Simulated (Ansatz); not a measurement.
**BH2+ (triplet): from Hartree-Fock to the top rungs, def2-QZVPP**

The task here is to estimate one member of a computed series from the others.

Program: Ansatz 0.2.0, Gaussian basis. Level of theory: def2-QZVPP, core rule «outside noble gas», up to 1 orbitals frozen. These are calculated values, not measurements.

The runs, in order: UHF; ROHF; CCSD(T) on UHF.

2 further runs of the same task are left out: 2 set aside as unsound or not needed.

## The geometry

The geometry is a PBE0/def2-TZVP stationary point (not a proven minimum).

3 atoms, charge 1, spin multiplicity 3.

Atoms are counted from 1 here; the program's logs count them from 0.

Bond lengths: B1–H2 1.291 Å, B1–H3 1.291 Å. Angles: H2–B1–H3 66.8°.

Set-up of the first run:

The input, in.yaml:

```yaml
crystal:
  periodic: [false, false, false]
  atoms:
    - {symbol: B, position_ang: [0.000000, 0.000000, -0.169375]}
    - {symbol: H, position_ang: [0.000000, 0.710556, 0.908347]}
    - {symbol: H, position_ang: [0.000000, -0.710556, 0.908347]}
basis:
  gaussian: {orbitals: "def2-QZVPP.json"}
total_charge: 1
magnetization: {spin_polarized: true, initial_magnetization: 2}
hamiltonian: {xc: hf}
output: {orbitals: {seedname: orbitals}}
```

The run is started by

```bash
ansatz run in.yaml --threads 1 --pin off --events-out ev --progress --plain --max-ram 2393MiB
```

Steps of the session up to this table: UHF; ROHF; CCSD(T) on UHF.

One of the session's tables, all rows but one given; the rest of the session is left out.

| method | from UCCSD(T) (meV) |
| --- | --- |
| ROHF | ? |
| UHF | +1976.5 |
| UMP2 | +435.7 |
| UCCSD | +43.3 |
| UCCSD(T) | 0 |

**Question.** Estimate the row for ROHF.

As computed: from UCCSD(T) (meV): +2086.0. In the column «from UCCSD(T) (meV)» it is the highest.
